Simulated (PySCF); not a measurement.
Gas-phase reaction: SiCl₄ = Si + 2 Cl₂

Energies from PySCF, thermal terms from the rigid-rotor harmonic-oscillator model, ideal gas at 1 bar. 'Table' is the NASA 1993 thermochemical table (part measured, part estimated). 6-31G* has spherical d functions here. Open shells (unrestricted): Si (multiplicity 3); the rest are closed-shell singlets. Spin-orbit splitting is ignored; it lowers the true energy and changes the entropy of Si. B3LYP is the form with VWN-RPA correlation. The table's entry may be an old estimate for SiCl₄ (not checked at source).

B3LYP/6-31G* gives ΔH°(298 K) = 1049.5 kJ.

### Question
What does HF/6-31G* give, and where does the table lie?

### Answer
HF/6-31G*: 1016.4 kJ. Table: 1112.7 kJ.
